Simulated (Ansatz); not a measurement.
The same path of H₅NSi (7 atoms, charge 0, multiplicity 1) was run twice with different band settings. Lost on the way: Si1–H2, Si1–H3. Made: H2–H3.

These are results of RKS PBE-D4/def2-SVP (Ansatz 0.2.0), not measurements.

Relaxed end points:

```xyz
7
Properties=species:S:1:pos:R:3
Si 0.166 0.067 0.107
H 0.149 0.060 1.623
H 1.609 0.121 -0.315
N -0.669 1.374 -0.699
H -1.688 1.414 -0.607
H -0.283 2.317 -0.597
H -0.461 -1.224 -0.344
```

```xyz
7
Properties=species:S:1:pos:R:3
Si 0.188 0.174 -1.058
H 1.202 -0.426 1.842
H 1.607 -0.190 1.227
N -0.905 1.504 -0.850
H -1.836 1.478 -0.423
H -0.658 2.452 -1.150
H -0.775 -0.863 -0.420
```

Common settings: movable images 7; climbing image yes; spring 5.0 eV/Å²; optimiser quadratic models (default); force threshold 0.05 eV/Å; iteration limit 60; end points relaxed.

| run | start path |
| --- | --- |
| 1 | through a guess of the saddle point |
| 2 | straight line |

Task: What does each run give, and how far can it be trusted?

Result: Run 1: converged after 15 iterations, highest image 2.356 eV above the first end. A vibrational analysis at the climbing image gives one clearly imaginary mode, 1097i cm⁻¹: a first-order saddle point.
Run 2: converged after 16 iterations, highest image 2.357 eV above the first end. Beside the main top the profile has a ripple of under 15 meV (maxima at images 1, 5), which may be a very shallow well or noise. Another band between the same ends (7 images) ends at a top of the same energy, where a vibrational analysis finds 1 clearly imaginary mode.
The orbitals stay closed-shell, which can raise the energy where a bond breaks towards radicals; this wasn't checked here.
